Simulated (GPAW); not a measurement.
**One shape, several levels: BH2S2 (SMILES S[B]S)**

Wanted: a comparison of 3 runs (UPBE/real-space grid, UPBE/dzp, UPBEsol/dzp) of BH2S2. The job is set up through an ASE script.

The calculation is run with GPAW 26.7.0.

1 further run of the same task is left out (for a known fault of the program).

## 1. Starting point

BH2S2 has 5 atoms, charge 0, and is taken as a doublet. As SMILES, `S[B]S`. The shape is that of a GFN2-xTB optimisation. This is one conformer, not always the lowest.

Bond lengths: S1–B2 1.756 Å, B2–S3 1.755 Å, S1–H4 1.338 Å, S3–H5 1.339 Å. Angles: S1–B2–S3 125.6°, B2–S1–H4 100.2°, B2–S3–H5 100.2°.

## 2. The charge distribution at UPBE/real-space grid (scalar-relativistic datasets) (run 1)

The input, sp.py:

```python
import numpy as np
from ase import Atoms
from ase.units import Bohr, Debye
from gpaw import GPAW

# Set up the molecule
positions_bohr = np.array(
              [[ -2.689213,   0.189048,  -1.631816],
               [ -0.062266,  -0.185136,   0.359596],
               [  3.009408,   0.897563,  -0.269721],
               [ -4.467577,  -0.961606,  -0.251504],
               [  4.209648,   0.060150,   1.793445]])
atoms = Atoms('SBSHH', positions=positions_bohr * Bohr)
atoms.center(vacuum=4.5)
atoms.set_initial_magnetic_moments([0.333333, 0.333333, 0.333333, 0.0, 0.0])

# Ground state
gpaw_calc = GPAW(mode='fd',
                 maxiter=150,
                 symmetry='off',
                 occupations={'name': 'fermi-dirac', 'width': 0.0, 'fixmagmom': True},
                 xc='PBE',
                 h=0.18,
                 txt='-')
atoms.calc = gpaw_calc

energy = atoms.get_potential_energy()
print(f'Energy = {energy:.5f} eV')
forces = atoms.get_forces()
print('Forces (eV/Ang)')
for symbol, f in zip(atoms.symbols, forces):
    print(f'{symbol:2} {f[0]:9.4f} {f[1]:9.4f} {f[2]:9.4f}')
dipole = atoms.get_dipole_moment() / Debye
print(f'Dipole = {np.linalg.norm(dipole):.3f} D')
print('Moments:', atoms.get_magnetic_moments().round(3))
```

Launch:

```console
$ OMP_NUM_THREADS=1 python sp.py
```

Log:

```text
[...]
Number of symmetries: 1
[...]
  Number of IBZ points: 1
[...]
Spin-components: 2 (collinear spins)
Bands:           14
[...]
  Valence electrons: 17.0
[...]
  Grid points: [76 56 60]
  Charge: 0.0  # |e|
[...]
    cutoffs:
[...]
occupation numbers:
  Fixed magnetic moment: 1.000
[...]
xc functional:
  name: PBE with 2 nearest neighbor stencil
[...]
|iter     |     time |      energy | eigst |  dens |  magmom |
[...]
|iter:   1| 00:00:03 |  -20.933946 | +1.07 |       |  +0.9947|
[...]
|iter:  15| 00:00:36 |  -20.585198c| -7.52c| -5.41c|  +1.0000|
Converged in 15 steps
[...]
Energy contributions relative to reference atoms: (reference = -22409.709687)
Energy contributions:
  Kinetic:          24.664836
  Coulomb:         -25.845487
  Zero:              0.280126
  External:          0.000000
  Xc:              -19.684673
  Entropy:           0.000000
  Spinorbit:         0.000000
  ----------------------------
  Free energy:     -20.585198
  Extrapolated:    -20.585198
dipole moment: (-0.024008, -0.086428, 0.147054)  # |e|*Ang
Total magnetic moment: (0.000000, 0.000000, 0.999999)
Local magnetic moments
|        x |        y |        z |
|----------|----------|----------|
| 0.000000 | 0.000000 | 0.020492 |  # S    0
| 0.000000 | 0.000000 | 0.162209 |  # B    1
| 0.000000 | 0.000000 | 0.020413 |  # S    2
| 0.000000 | 0.000000 | 0.016404 |  # H    3
| 0.000000 | 0.000000 | 0.016436 |  # H    4
Fermi levels: -4.811, -2.964
Eigenvalues  # (at kpt = [0.000, 0.000, 0.000])
| band index |      eig [eV] | occ [0-1] |      eig [eV] | occ [0-1] |
|------------|---------------|-----------|---------------|-----------|
|          0 |       -19.419 |     1.000 |       -19.296 |     1.000 |
|          1 |       -18.657 |     1.000 |       -18.599 |     1.000 |
|          2 |       -12.634 |     1.000 |       -12.378 |     1.000 |
|          3 |       -10.391 |     1.000 |       -10.264 |     1.000 |
|          4 |        -9.793 |     1.000 |        -9.341 |     1.000 |
|          5 |        -8.875 |     1.000 |        -8.683 |     1.000 |
|          6 |        -8.005 |     1.000 |        -7.899 |     1.000 |
|          7 |        -6.587 |     1.000 |        -6.599 |     1.000 |
|          8 |        -4.811 |     1.000 |        -2.964 |     0.000 |
|          9 |        -2.025 |     0.000 |        -1.518 |     0.000 |
|         10 |        -1.279 |     0.000 |        -1.097 |     0.000 |
|         11 |        -0.272 |     0.000 |        -0.188 |     0.000 |
[...]
Gap: 1.776 eV
Transition (v -> c):
[...]
Forces (eV/Ang)
S     0.0212    0.2944   -0.5720
B    -0.0639   -0.2056    0.3386
S     0.1544    0.3327   -0.4975
H    -0.2519   -0.2475    0.3644
H     0.1065   -0.1992    0.4339
Dipole = 0.827 D
Moments: [0.02  0.162 0.02  0.016 0.016]
```

Run time: 37 s. Hardware: 1 thread of Arm Neoverse V1, shared host; peak memory 0.86 GiB.

## 3. The charge distribution at UPBE/dzp (scalar-relativistic datasets) (run 2)

The input, calc.py:

```python
import numpy as np
from ase import Atoms
from ase.units import Debye
from gpaw import GPAW

# Geometry
atoms = Atoms('SBSHH',
    positions=[[ -1.423070,   0.100040,  -0.863520],
               [ -0.032950,  -0.097970,   0.190290],
               [  1.592510,   0.474970,  -0.142730],
               [ -2.364140,  -0.508860,  -0.133090],
               [  2.227650,   0.031830,   0.949050]])
atoms.center(vacuum=4.5)
atoms.set_initial_magnetic_moments([0.333333, 0.333333, 0.333333, 0.0, 0.0])

# Calculator
gpaw_calc = GPAW(mode='lcao',
                 occupations={'name': 'fermi-dirac', 'width': 0.0, 'fixmagmom': True},
                 basis='dzp',
                 xc='PBE',
                 h=0.18,
                 maxiter=150,
                 symmetry='off',
                 txt='-')
atoms.calc = gpaw_calc

energy = atoms.get_potential_energy()
print(f'Energy = {energy:.5f} eV')
forces = atoms.get_forces()
print('Forces (eV/Ang)')
for symbol, f in zip(atoms.symbols, forces):
    print(f'{symbol:2} {f[0]:9.4f} {f[1]:9.4f} {f[2]:9.4f}')
dipole = atoms.get_dipole_moment() / Debye
print(f'Dipole                  {np.linalg.norm(dipole):.3f} D')
print('Moments:', atoms.get_magnetic_moments().round(3))
```

Launch:

```console
$ OMP_NUM_THREADS=1 python calc.py
```

Log (excerpt; [...] marks lines left out):

```text
[...]
Number of symmetries: 1
[...]
  Number of IBZ points: 1
[...]
basis functions: 49
Spin-components: 2 (collinear spins)
Bands:           14
[...]
  Valence electrons: 17.0
[...]
  Grid points: [76 56 60]
  Charge: 0.0  # |e|
[...]
    cutoffs:
[...]
occupation numbers:
  Fixed magnetic moment: 1.000
[...]
xc functional:
  name: PBE with 2 nearest neighbor stencil
[...]
|iter     |     time |      energy | eigst |  dens |  magmom |
[...]
|iter:   1| 00:00:05 |  -19.445148 |      c|       |  +0.9988|
[...]
|iter:  10| 00:00:15 |  -19.491389c|      c| -4.18c|  +1.0000|
Converged in 10 steps
[...]
Energy contributions relative to reference atoms: (reference = -22409.709687)
Energy contributions:
  Kinetic:          25.218877
  Coulomb:         -24.392970
  Zero:             -0.016666
  External:          0.000000
  Xc:              -20.300630
  Entropy:           0.000000
  Spinorbit:         0.000000
  ----------------------------
  Free energy:     -19.491389
  Extrapolated:    -19.491389
dipole moment: (-0.016260, -0.059966, 0.100619)  # |e|*Ang
Total magnetic moment: (0.000000, 0.000000, 0.999996)
Local magnetic moments
|        x |        y |        z |
|----------|----------|----------|
| 0.000000 | 0.000000 | 0.018613 |  # S    0
| 0.000000 | 0.000000 | 0.170191 |  # B    1
| 0.000000 | 0.000000 | 0.018539 |  # S    2
| 0.000000 | 0.000000 | 0.016690 |  # H    3
| 0.000000 | 0.000000 | 0.016725 |  # H    4
Fermi levels: -4.391, -2.437
Eigenvalues  # (at kpt = [0.000, 0.000, 0.000])
| band index |      eig [eV] | occ [0-1] |      eig [eV] | occ [0-1] |
[...]
Gap: 1.812 eV
Transition (v -> c):
[...]
Forces (eV/Ang)
S     0.0269    0.5939   -1.1277
B    -0.1235   -0.4144    0.7061
S     0.3262    0.6483   -1.0003
H    -0.5557   -0.4642    0.6437
H     0.2986   -0.3644    0.8251
Dipole                  0.568 D
Moments: [0.019 0.17  0.019 0.017 0.017]
```

Wall time 16 s (1 thread of Arm Neoverse V1, shared host); peak memory 0.92 GiB.

## 4. Energy and one-electron properties at UPBEsol/dzp (scalar-relativistic datasets) (run 3)

The input, bh2s2.sdf:

```

     RDKit          3D

  5  4  0  0  0  0  0  0  0  0999 V2000
   -1.4231    0.1000   -0.8635 S   0  0  0  0  0  0  0  0  0  0  0  0
   -0.0330   -0.0980    0.1903 B   0  0  0  0  0  2  0  0  0  0  0  0
    1.5925    0.4750   -0.1427 S   0  0  0  0  0  0  0  0  0  0  0  0
   -2.3641   -0.5089   -0.1331 H   0  0  0  0  0  0  0  0  0  0  0  0
    2.2277    0.0318    0.9490 H   0  0  0  0  0  0  0  0  0  0  0  0
  2  1  1  0
  3  2  1  0
  4  1  1  0
  5  3  1  0
M  RAD  1   2   2
M  END
$$$$
```

The input, sp.py:

```python
import numpy as np
from ase.io import read
from ase.units import Debye
from gpaw import GPAW, setup_paths
from gpaw.atom.configurations import parameters
from gpaw.atom.generator import Generator
from gpaw.external import static_polarizability

# Set up the molecule
mol = read("bh2s2.sdf")
mol.center(vacuum=4.5)
mol.set_initial_magnetic_moments([1.0, 0.0, 0.0, 0.0, 0.0])

# No datasets are shipped for this functional: make them
for symbol in ["B", "H", "S"]:
    Generator(symbol, xcname="PBEsol", scalarrel=True, nofiles=True, txt=None).run(**parameters[symbol])
setup_paths.insert(0, ".")

# Ground state
calc = GPAW(mode="lcao",
            basis="dzp",
            h=0.18,
            xc="PBEsol",
            occupations={"name": "fermi-dirac", "width": 0.0, "fixmagmom": True},
            convergence={"density": 1e-06},
            maxiter=120,
            symmetry="off",
            legacy_gpaw=True,
            txt="-")
mol.calc = calc

energy = mol.get_potential_energy()
print(f"Energy = {energy:.5f} eV")
forces = mol.get_forces()
print("Forces (eV/Ang)")
for symbol, f in zip(mol.symbols, forces):
    print(f'{symbol:2} {f[0]:9.4f} {f[1]:9.4f} {f[2]:9.4f}')
dipole = mol.get_dipole_moment() / Debye
print(f"Dipole                  {np.linalg.norm(dipole):.3f} D")
print("Moments:", mol.get_magnetic_moments().round(3))

alpha = static_polarizability(mol)
print("Polarizability tensor (e Ang^2 / V):")
print(alpha.round(4))
```

Launch:

```console
$ python3 -u sp.py | tee sp.out
```

Log:

```text
[...]
    cutoffs:
[...]
  Total Charge: 0.000000
[...]
Number of atoms: 5
[...]
Number of bands in calculation: 14
Number of valence electrons: 17
[...]
iter:   1 hh:mm:ss   -19.926525        c          +0.9998
[...]
Converged after 14 iterations.
Dipole moment: (-0.017815, -0.065317, 0.109742) |e|*Ang
Total magnetic moment: (0.000000, 0.000000, 0.999997)
[...]
Forces (eV/Ang)
S     0.1890    0.6068   -1.0743
B    -0.1064   -0.3681    0.6223
S     0.1583    0.6200   -1.0242
H    -0.5695   -0.4808    0.6693
H     0.3021   -0.3791    0.8534
Dipole                  0.619 D
Moments: [0.018 0.17  0.018 0.016 0.017]
[...]
Converged after 14 iterations.
[...]
Converged after 14 iterations.
[...]
Fermi levels: -1.98636, -3.38956
[...]
iter:  14 hh:mm:ss   -20.131466c       c -6.08c   +1.0000
Converged after 14 iterations.
Dipole moment: (-0.016834, -0.065701, 0.113608) |e|*Ang
Total magnetic moment: (0.000000, 0.000000, 0.999997)
Local magnetic moments:
   0 S  ( 0.000000,  0.000000,  0.018114)
   1 B  ( 0.000000,  0.000000,  0.169642)
   2 S  ( 0.000000,  0.000000,  0.018027)
   3 H  ( 0.000000,  0.000000,  0.016485)
   4 H  ( 0.000000,  0.000000,  0.016512)
Energy contributions relative to reference atoms: (reference = -22370.744831)
Kinetic:        +25.796019
Potential:      -24.884104
External:        -0.001136
XC:             -21.000708
Entropy (-ST):   +0.000000
Local:           -0.041538
SIC:             +0.000000
--------------------------
Free energy:    -20.131466
Extrapolated:   -20.131466
Spin contamination: 0.046075 electrons
                   Up                     Down
 Band  Eigenvalues  Occupancy  Eigenvalues  Occupancy
    0    -19.09668    1.00000    -18.96964    1.00000
    1    -18.34257    1.00000    -18.27395    1.00000
    2    -12.34180    1.00000    -12.10270    1.00000
    3    -10.08317    1.00000     -9.95154    1.00000
    4     -9.43447    1.00000     -8.97470    1.00000
    5     -8.52330    1.00000     -8.30748    1.00000
    6     -7.66456    1.00000     -7.52779    1.00000
    7     -6.20452    1.00000     -6.20881    1.00000
    8     -4.32282    1.00000     -2.45535    0.00000
    9     -1.51906    0.00000     -0.92098    0.00000
   10     -0.07539    0.00000      0.19418    0.00000
   11      0.84670    0.00000      0.96942    0.00000
   12      2.14290    0.00000      2.38658    0.00000
   13      3.22439    0.00000      3.64350    0.00000
Fermi levels: -1.98720, -3.38908
[...]
Memory usage: 988.44 MiB
Polarizability tensor (e Ang^2 / V):
[[ 0.7443  0.0671  0.0981]
 [ 0.0672  0.3044 -0.0384]
 [ 0.098  -0.0384  0.3866]]
```

It took 94 s on 1 thread of Arm Neoverse V1, shared host; peak memory 0.96 GiB.

## 5. The series

| run | level | mode | starting guess | energy (Eh) | dipole moment (D) | HOMO energy (eV) | LUMO energy (eV) | wall time |
| --- | --- | --- | --- | --- | --- | --- | --- | --- |
| 1 | UPBE/real-space grid (scalar-relativistic datasets) | fd | heavy | -824.298133 | 0.83 | -4.81 | -2.96 | 37 s |
| 2 | UPBE/dzp (scalar-relativistic datasets) | lcao | heavy | -824.257936 | 0.57 | -4.39 | -2.44 | 16 s |
| 3 | UPBEsol/dzp (scalar-relativistic datasets) | lcao | one | -822.849486 | 0.62 | -4.32 | -2.46 | 94 s |

## 6. Results

| quantity | value |
| --- | --- |
| run 3: energy as printed (from the program's reference atoms) | -20.1303 eV |
| run 3: dipole moment | 0.62 D |
| run 3: HOMO energy (highest over α and β) | -4.32 eV |
| run 3: LUMO energy (lowest over α and β) | -2.46 eV |
| run 3: largest force on an atom | 1.248 eV/Å |
| run 3: mean static polarisability | 46.5 bohr³ |

The dipole moment (its size) runs from 0.57 D (UPBE/dzp) to 0.83 D (UPBE/real-space grid). Totals of different functionals can't be ranked against each other. All runs together took 2.5 min, the longest 94 s.
